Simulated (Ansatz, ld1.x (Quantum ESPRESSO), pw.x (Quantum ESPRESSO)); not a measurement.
## Which Al potential is closest to all-electron in the fcc crystal?

All use PBE, scalar-relativistic, no spin, cutoffs from each file’s atomic test, pw.x 7.5; 14³ k-points, Fermi–Dirac smearing 0.01 Ry. Δ is the rms difference from all-electron LAPW of the E(V) curves that follow from fits to the pressures, over ±6 % in volume. Mesh and smearing are coarse and serve the comparison alone. The files are a selection: those with a ghost or negative overlap were mostly not run, and those with noisy or unconverged pressures or nearly equal Δ are left out.

All-electron: a0 = 4.040 Å (V0 = 16.49 Å³/atom), B0 = 76.6 GPa.

Rank them by Δ, smallest first.
A. norm-conserving Troullier–Martins (Kleinman–Bylander form), ld1.x (Quantum ESPRESSO) 7.5, PBE; core [Ne], reference 3s2 3p1; waves: 3s (bound): rc 1.90 bohr; 3p (bound): rc 2.60 bohr; 3d channel at -0.2 Ry: rc 2.65 bohr; local part: all-electron potential smoothed inside 1.60 bohr (lloc = -2); core correction: Bessel-smoothed model core, default radius (core density twice the valence density).
B. norm-conserving RRKJ (Kleinman–Bylander form), ld1.x (Quantum ESPRESSO) 7.5, PBE; core [Ne], reference 3s2 3p1; waves: 3s (bound): rc 2.00 bohr; 3d channel at 0.3 Ry: rc 1.55 bohr; 3p (bound): rc 1.65 bohr; local part: the p channel; core correction: a·sin(br)/r model core, default radius (core density twice the valence density); rho0 0.01.
C. PAW, ld1.x (Quantum ESPRESSO) 7.5, PBE; core [Ne], reference 3s2 3p1; waves: 3s (bound): rcut 1.50, rcutus 1.95 bohr; 3s channel at 1.5 Ry: rcut 1.50, rcutus 1.95 bohr; 3p (bound): rcut 1.75, rcutus 2.00 bohr; 3p channel at 0.35 Ry: rcut 1.75, rcutus 2.00 bohr; 3d channel at 0.3 Ry: rcut 1.55, rcutus 1.75 bohr; 3d channel at 2.85 Ry: rcut 1.55, rcutus 1.75 bohr; local part: all-electron potential smoothed inside 1.60 bohr (lloc = -1); core correction: Bessel-smoothed model core inside 1.35 bohr; augmentation: PSQ, radius 1.65 bohr.
D. norm-conserving RRKJ (Kleinman–Bylander form), ld1.x (Quantum ESPRESSO) 7.5, PBE; core [Ne], reference 3s2 3p1; waves: 3p (bound): rc 2.85 bohr; 3d channel at 0.05 Ry: rc 2.45 bohr; 3s (bound): rc 2.20 bohr; local part: the s channel; core correction: a·sin(br)/r model core, default radius (core density twice the valence density).

C (0.2 meV/atom), B (1.6 meV/atom), A (2.7 meV/atom), D (3.8 meV/atom).
